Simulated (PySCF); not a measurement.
## Working out the ionisation energy of Ne

Ne [Ne] (1S) → Ne⁺ [He] 2s2 2p5 (2P). Computed with PySCF 2.14 in dyall-acv3z, with the non-relativistic Hamiltonian (point nucleus). Frozen: nothing; the 5 highest virtual orbitals dropped. Energies in hartree (1 hartree = 27.21139 eV):

```csv
part,Ne (lower),Ne⁺ (upper)
UHF,-128.546783,-127.824236
CCSD correlation,-0.341407,-0.278252
(T),-0.005804,-0.003177
```

Task: What does Hartree-Fock give?

Result: (-127.824236) − (-128.546783) = 0.722547 hartree = 19.662 eV.

Task: What do CCSD and CCSD(T) give?

Result: The CCSD correlation energies differ by 0.063155 hartree = 1.719 eV and the triples by 0.002627 hartree = 0.071 eV, so CCSD gives 21.381 eV and CCSD(T) 21.452 eV.

Measured between the centres of the two terms (NIST): 21.597 eV, so CCSD(T) (valence and next inner shell) is off by -0.145 eV.

What remains against the reference includes basis incompleteness and higher excitations.
